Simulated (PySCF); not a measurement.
Input of a run (PBE0-D3(BJ)/def2-SVP geometry optimisation, gas phase (PySCF 2.14.0)), started from GFN2-xTB:
```
{"job": {"xc": "PBE0", "basis": "def2-SVP", "d3": "d3bj", "grid": 1, "kind": "geom"}, "charge": 0, "multiplicity": 1}
C      2.211724    -0.104326     0.054046
C      0.961259     0.661075    -0.243223
C     -0.239291     0.134297    -0.251992
C     -1.082703    -1.049863    -0.007323
C     -1.691285     0.296140    -0.366529
O     -2.431927     1.038974     0.553215
H      1.985432    -1.148483     0.252837
H      2.899647    -0.044419    -0.788472
H      2.714359     0.321565     0.922231
H      1.088049     1.713041    -0.469074
H     -1.178027    -1.408656     1.009378
H     -1.115711    -1.838026    -0.745719
H     -2.142238     0.407771    -1.345489
H     -1.979966     1.020437     1.403946
```

Output (energies in Eh, forces in Eh/bohr):
```
step   0  E = -269.98852275  max force = 0.023244
step   1  E = -269.99052274  max force = 0.003729
step   2  E = -269.99055973  max force = 0.000900
step   3  E = -269.99056413  max force = 0.001460
step   4  E = -269.99057740  max force = 0.000382
optimisation converged
```

Question: Summarise the run.

Answer: The energy falls by 0.056 eV over 5 energy and gradient evaluations, the largest force component goes from 0.0232 to 3.8e-04 Eh/bohr, and the atoms move by 0.076 Å rms after alignment. Among the bonds, C2=C3 and C4–H12 change most and about equally (+0.016 to +0.017 Å). Bonds longer at the end by more than 0.005 Å: 9 of 14; shorter: 2. Among the angles that change most is C4–C5–H13, from 118.1° to 115.6°. Among the dihedrals that turn most is C4–C5–O6–H14, from 43° to 61°. The energy never rose by more than 1e-6 Eh on the way. The first step brought 97 % of the lowering.

Question: What are the final bond lengths?

Answer: C1–C2 1.493 Å, C2=C3 1.328 Å, C3–C4 1.472 Å, C4–C5 1.530 Å, C5–O6 1.386 Å, C3–C5 1.459 Å, C1–H7 1.099 Å, C1–H8 1.103 Å, C1–H9 1.103 Å, C2–H10 1.097 Å, C4–H11 1.097 Å, C4–H12 1.097 Å, C5–H13 1.097 Å, O6–H14 0.963 Å. Numbering counts from 1 in the input's order; the species is `[C@@H]1(/C(=C/C)C1)O`.

The run used 124 basis functions and 33 SCF cycles in all. Hardware: one thread of an Arm Neoverse V1 (shared host). Cost: 26 s.

PBE0-D3(BJ)/def2-SVP frequencies: not computed here. One conformer, not necessarily the lowest.
